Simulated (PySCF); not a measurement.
SF₂, singlet: computed properties

All numbers come from PBE in PySCF with S def2-TZVP, F def2-TZVP; no relativity; density-fitted integrals.

The structure is a minimum.

```xyz
3
charge 0 multiplicity 1, angstrom
S     0.0000    0.0000   -0.5686
F     1.2357    0.0000    0.4792
F    -1.2357    0.0000    0.4792
```

```json
{
  "Point group": "C2v",
  "Bond lengths": "S–F 1.620 Å (×2)",
  "Bond angles": "F–S–F 99.4°",
  "Rotational constants": "0.8844, 0.2905, 0.2187 cm⁻¹",
  "Principal quadrupole moments (Buckingham, traceless) about the centre of mass": "-1.43, -0.47, 1.90 D Å",
  "Enthalpy at 298.15 K above 0 K": "11.38 kJ/mol",
  "Lowest empty level": "-2.98 eV",
  "Dipole moment": "1.05 D",
  "Entropy at 298.15 K and 1 bar": "259.1 J/(mol K)",
  "Highest occupied level": "-5.82 eV",
  "Atomisation energy without zero-point energy": "801 kJ/mol",
  "Zero-point energy": "11.3 kJ/mol",
  "Rotational symmetry number": "2",
  "Heat capacity Cp at 298.15 K": "45.8 J/(mol K)",
  "Principal polarisabilities": "14.3, 19.9, 23.7 bohr³"
}
```

Harmonic modes (masses in u: S 31.972, F 18.998):
```csv
symmetry,ω (cm⁻¹),IR (km/mol),type
a1,323,3.1,bend
b2,771,140,stretch
a1,796,64.7,stretch
```

In C2v the vibrations span 2a1 + b2. Here b1 is antisymmetric to the molecular plane and b2 lies in it.

Charges (e):
```tsv
atom	Mulliken	Löwdin	polar tensor	Mayer order to S1
S1	0.35	0.28	0.88	–
F2,3	-0.18	-0.14	-0.44	1.06
```

Mulliken populations on S1: s 5.94, p 9.36, d 0.30, f 0.05.

Outer orbital energies (eV). occupied: -18.36, -13.97, -12.63, -12.00, -10.78, -10.62, -10.48, -5.82; empty: -2.98, -2.16, 5.79, 6.15.

Counting electrons, sulfur keeps 4 of its valence electrons outside its bonds, so the VSEPR class is AX2E2 and the expected shape is bent (C2v), as computed.

The final relaxation and frequency run took 18 s on 2 threads of a shared Arm Neoverse V1 host, with 99 basis functions and 10 gradients; the process peaked at 0.85 GiB. Launch command: `OMP_NUM_THREADS=2 python axn.py task.json out`.
